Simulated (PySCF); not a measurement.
# How exact exchange moves a shielding

Molecule: n-BuOMe (SMILES CCCCOC).

Molfile (atoms numbered from 1):
```
C5H12O
     RDKit          3D

 18 17  0  0  0  0  0  0  0  0999 V2000
   -2.7140    1.1555    0.0415 C   0  0  0  0  0  0  0  0  0  0  0  0
   -1.6753    0.0462    0.0022 C   0  0  0  0  0  0  0  0  0  0  0  0
   -0.2462    0.5653   -0.0635 C   0  0  0  0  0  0  0  0  0  0  0  0
    0.7885   -0.5376   -0.1002 C   0  0  0  0  0  0  0  0  0  0  0  0
    2.0651    0.0264   -0.1577 O   0  0  0  0  0  0  0  0  0  0  0  0
    3.0884   -0.9144   -0.1892 C   0  0  0  0  0  0  0  0  0  0  0  0
   -2.5714    1.8046    0.9203 H   0  0  0  0  0  0  0  0  0  0  0  0
   -3.7371    0.7526    0.0882 H   0  0  0  0  0  0  0  0  0  0  0  0
   -2.6488    1.7954   -0.8531 H   0  0  0  0  0  0  0  0  0  0  0  0
   -1.8675   -0.6085   -0.8665 H   0  0  0  0  0  0  0  0  0  0  0  0
   -1.7899   -0.5984    0.8919 H   0  0  0  0  0  0  0  0  0  0  0  0
   -0.0355    1.2107    0.8062 H   0  0  0  0  0  0  0  0  0  0  0  0
   -0.1121    1.1979   -0.9575 H   0  0  0  0  0  0  0  0  0  0  0  0
    0.6878   -1.1849    0.7984 H   0  0  0  0  0  0  0  0  0  0  0  0
    0.6124   -1.1963   -0.9786 H   0  0  0  0  0  0  0  0  0  0  0  0
    4.0462   -0.3765   -0.2303 H   0  0  0  0  0  0  0  0  0  0  0  0
    3.0888   -1.5616    0.7116 H   0  0  0  0  0  0  0  0  0  0  0  0
    3.0205   -1.5762   -1.0768 H   0  0  0  0  0  0  0  0  0  0  0  0
  1  2  1  0
  2  3  1  0
  3  4  1  0
  4  5  1  0
  5  6  1  0
  1  7  1  0
  1  8  1  0
  1  9  1  0
  2 10  1  0
  2 11  1  0
  3 12  1  0
  3 13  1  0
  4 14  1  0
  4 15  1  0
  6 16  1  0
  6 17  1  0
  6 18  1  0
M  END
```

GIAO shieldings (ppm, equivalent atoms averaged) in PySCF on the PBE0-D3(BJ)/def2-SVP geometry, basis pcSseg-1, gas phase, non-relativistic:

```csv
functional,exact exchange (%),σ(C4),σ(C6),σ(O5)
BLYP,0,94.2,113.1,286.6
BP86,0,100.3,118.0,295.5
PBE,0,100.5,118.7,293.7
PBE0,25,108.6,125.1,309.3
mPW1PW91,25,108.1,124.2,308.8
BHandHLYP,50,110.1,126.1,316.5
HF,100,123.6,137.2,337.0
```

Q: Fit each shielding as a line in the percentage of exact exchange.

A: σ(C4) = 99.4 + 0.25 x (rms 2.6 ppm); σ(C6) = 117.4 + 0.20 x (rms 2.2 ppm); σ(O5) = 293.9 + 0.45 x (rms 3.6 ppm). The functionals also differ in their semilocal parts, which the line can't hold; Hartree–Fock has no correlation at all.

Q: What does the line predict for B3LYP (20 %), and what does the run give?

A: σ(C4): 104.4 predicted, 101.3 computed; σ(C6): 121.4 predicted, 118.8 computed; σ(O5): 302.9 predicted, 300.5 computed ppm.
